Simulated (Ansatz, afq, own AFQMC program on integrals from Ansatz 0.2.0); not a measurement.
# CHB, triplet: AFQMC among the cluster methods

```xyz
3

B     0.0000    0.0000    0.2028
C     0.0000    0.0000   -1.5842
H     0.0000    0.0000    1.3815
```

Connectivity, by distances: BH–C.

Basis 6-31G. Only valence electrons are correlated. Integrals, coupled cluster, full CI and functionals: Ansatz 0.2.0; the random walks run on the same integrals in our own AFQMC program. The CISD trial takes its coefficients from CCSD amplitudes. Released means that phaseless walkers are propagated on without the constraint, phases kept. ± is one standard error of the sampling.

Determinant: UHF, the one that the program's search chose, which needn't be the lowest solution. The geometry is a point of a scan.

Full CI on the same integrals is exact in this basis and with this determinant's frozen core.

Cautions: lower spins were not checked; raised T1 diagnostic (T1 0.046, weight of the determinant 0.87, largest double 0.13); the released energies have errors that jump between times, so the bars are unsure, so no released level is given (meV from the phaseless value at times in 1/Eh: -11 ± 4 at 0.24, -121 ± 92 at 0.51, -34 ± 5 at 0.99, -43 ± 5 at 1.62, -54 ± 4 at 2.40).

```
T1 diagnostic                               : 0.0458
weight of the determinant in the CISD state : 0.873
⟨S²⟩ of the determinant                     : 2.007
size of the correlated space                : 8 electrons in 18 orbitals
```

Reference: full CI, correlation energy -3.880 eV.

| level | E − E(reference) (kJ/mol) | share of correlation (%) |
| --- | --- | --- |
| HF | 374.3 | 0.00 |
| MP2 | 91.9 | 75.44 |
| CCSD | 21.6 | 94.24 |
| CCSD(T) | 6.3 | 98.33 |
| CCSDT | 2.2 | 99.41 |
| CCSDT(Q) | 0.3 | 99.92 |
| CCSDTQ | 0.2 | 99.95 |
| ph-AFQMC/CISD | 6.2 ± 0.4 | 98.35 |

CCSDT and higher add their correlation energy to the determinant of the CCSD(T) run, since their own runs factorise the integrals more tightly (a shift of under 2 meV). A walk keeps the symmetry of its determinant, which the program's search chose and which needn't be the lowest solution, so a lower state of the same spin and another symmetry isn't excluded.
